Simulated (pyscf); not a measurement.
Structures and frequencies: ωB97X-D3(BJ)/def2-SVP in PySCF.

SMILES: [SiH3][Hf]([Cl])([Cl])[Cl]
```xyz
8

Si    -0.9821    -0.0153     1.2764
Hf     1.4183    -0.4932     0.2082
Cl     2.6429    -1.1707     2.0640
Cl     0.9217    -2.1523    -1.3413
Cl     1.9684     1.5857    -0.6738
H     -1.5486    -1.2625     1.8776
H     -0.8836     1.0232     2.3485
H     -1.9301     0.4766     0.2289
```
Charge 0, spin multiplicity 1.

Question: What is the homolytic dissociation enthalpy (298 K, ωB97M-D3(BJ)/def2-TZVP) of the Hf–Si bond of H₃Si–Hf(Cl)(Cl)–Cl, to SiH₃• + [Cl–Hf(Cl)–Cl]•?

Answer: Hf–Si to SiH₃• + [Cl–Hf(Cl)–Cl]•: 2.53 eV. The 7 functionals that were run give +2.30 (M06-2X) to +2.91 eV (ωB97X-D3(BJ)). The radicals are drawn with the spin at the cut bond; how far it spreads was not checked. Open-shell species with a d-block atom are single-reference here; other states, and whether the spin sits on metal or ligand, were not checked. Elements past Kr carry the def2 core potentials, without spin-orbit coupling.
